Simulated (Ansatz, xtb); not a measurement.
**C2H6B−: which of two isomers lies lower**

Structure I is `[BH3-]C=C`, a singlet and structure II is `[BH2-]=CC`, a singlet. Both are isolated ions in the gas phase, relaxed with PBE0-D3(BJ)/def2-SVPD; each stands in its lowest conformer found.

I (Å):

```xyz
9

C    -1.1124   -0.7487    1.2088
C     0.1886   -0.5190    1.4684
B    -2.1722   -1.6255    2.0371
H    -1.6548   -2.1365    3.0485
H    -3.1358   -0.9047    2.3744
H    -2.6364   -2.5226    1.3014
H    -1.4824   -0.2542    0.2907
H     0.8278    0.1041    0.8272
H     0.6690   -0.9570    2.3526
```

II (Å):

```xyz
9

C    -1.4099   -1.1603    0.8657
C    -1.0278    0.2968    0.8282
B    -2.2087   -1.8670   -0.1240
H    -2.4802   -3.0669   -0.0226
H    -2.6571   -1.2891   -1.1241
H    -1.0183   -1.6914    1.7515
H    -1.4421    0.7811   -0.0733
H     0.0708    0.4740    0.8070
H    -1.3968    0.8816    1.7003
```

Quicker runs give these differences E(II) − E(I): GFN2-xTB +9.4 kcal/mol; HF/STO-3G +11.7 kcal/mol (at GFN2-xTB geometries); r2SCAN-D4/def2-SVPD +1.4 kcal/mol (at GFN2-xTB geometries).

Problem. Estimate E(II) − E(I) at the level CCSD(T)/def2-SVPD + ΔMP2/def2-TZVPPD.

Solution. Calculated at CCSD(T)/def2-SVPD + ΔMP2/def2-TZVPPD: E(II) − E(I) = +3.3 kcal/mol, so structure I lies lower.

The same difference at several levels:

```csv
level,geometry,E(II) − E(I) (kcal/mol),departure from the last row (kcal/mol),"job, with rough time for the two"
GFN2-xTB,GFN2-xTB,+9.4,+6.1,"optimisation, 0.22 s"
HF/STO-3G,GFN2-xTB,+11.7,+8.5,"single point, 0.26 s"
r2SCAN-D4/def2-SVPD,GFN2-xTB,+1.4,−1.9,"single point, 4.8 s"
PBE0-D3(BJ)/def2-SVPD,PBE0-D3(BJ)/def2-SVPD,+3.8,+0.5,"optimisation, 39 s"
HF/def2-SVPD,PBE0-D3(BJ)/def2-SVPD,+5.1,+1.8,part of the CCSD(T) run
MP2/def2-SVPD,PBE0-D3(BJ)/def2-SVPD,+2.7,−0.6,part of the CCSD(T) run
CCSD(T)/def2-SVPD,PBE0-D3(BJ)/def2-SVPD,+4.0,+0.7,single point
CCSD(T)/def2-SVPD + ΔMP2/def2-TZVPPD,PBE0-D3(BJ)/def2-SVPD,+3.3,,"single point, 26 s"
```

As drawn, II has 1 C=B, 1 C–C, 1 C–H in place of 1 C–B, 1 C=C, 1 B–H.

None of the levels shown reverses the order. The largest departure from CCSD(T)/def2-SVPD + ΔMP2/def2-TZVPPD is that of HF/STO-3G, 8.5 kcal/mol. The last row adds to CCSD(T) the change of the MP2 difference between the two basis sets, here −0.7 kcal/mol.

With harmonic frequencies from PBE0-D3(BJ)/def2-SVPD (ideal gas, rigid rotor, one conformer each, 1000 K, 1 atm): on the last row, ΔE + ΔZPE = +4.6, ΔH = +4.2, ΔG = +4.8 kcal/mol.

The correlated steps freeze 3 core orbitals. Run with Ansatz 0.2.0, xtb 6.7.1; the last row on 2 threads of Arm Neoverse N1 on a shared host.
